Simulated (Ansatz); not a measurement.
Which method gave which barrier?

Saddle point of CH5, doublet (CH₃ + H₂ → CH₄ + H; bonds formed: H1–C3; bonds broken: H1–H2), PBE0-D4/def2-TZVP structure:

```json
{"atom": "H1", "x (Å)": "-0.6855", "y (Å)": "-0.6238", "z (Å)": "0.0995"}
{"atom": "H2", "x (Å)": "-1.3300", "y (Å)": "-1.2102", "z (Å)": "0.1930"}
{"atom": "C3", "x (Å)": "0.3785", "y (Å)": "0.3444", "z (Å)": "-0.0549"}
{"atom": "H4", "x (Å)": "1.2621", "y (Å)": "-0.2841", "z (Å)": "-0.0377"}
{"atom": "H5", "x (Å)": "0.1393", "y (Å)": "0.7943", "z (Å)": "-1.0123"}
{"atom": "H6", "x (Å)": "0.2355", "y (Å)": "0.9795", "z (Å)": "0.8125"}
```

Ansatz 0.2.0; basis: def2-TZVPP, with def2-QZVPP for the basis limit; cores frozen in the correlated methods; orbitals are unrestricted. Extrapolation: Hartree–Fock as exp(−7.88 √X), correlation as X^−2.97. Four methods, as single points on the PBE0-D4 structures, gave these electronic barriers from the start structure: 18.4, 32.4, 47.5, 86.8 kJ/mol.

Q: The methods were, in alphabetical order, BHLYP-D4, HF, PBE-D4, r2SCAN-D4. Which gave which? (Judge from chemistry; the calculation decides.)

A: Computed: PBE-D4 18.4; r2SCAN-D4 32.4; BHLYP-D4 47.5; HF 86.8 kJ/mol. For comparison, CCSD(T) at an estimated basis limit (MP2 extrapolated from triple and quadruple zeta, plus CCSD(T) − MP2 in triple zeta) gives 50.4 kJ/mol.

No T1 diagnostic of these runs exceeds 0.016. ⟨S²⟩ of the unrestricted Hartree–Fock references: 0.75 to 0.79 (a pure state has 0.75).

For scale, one of the runs: CCSD(T)/def2-TZVPP, 101 basis functions, launched by `ansatz run in.yaml --threads 2 --pin off --events-out ev --progress --plain --max-ram 4352MiB`. Time: 3.9 s of wall clock on 2 CPU threads of an Arm Neoverse V1; the host was shared. Peak host memory: 0.63 GiB.
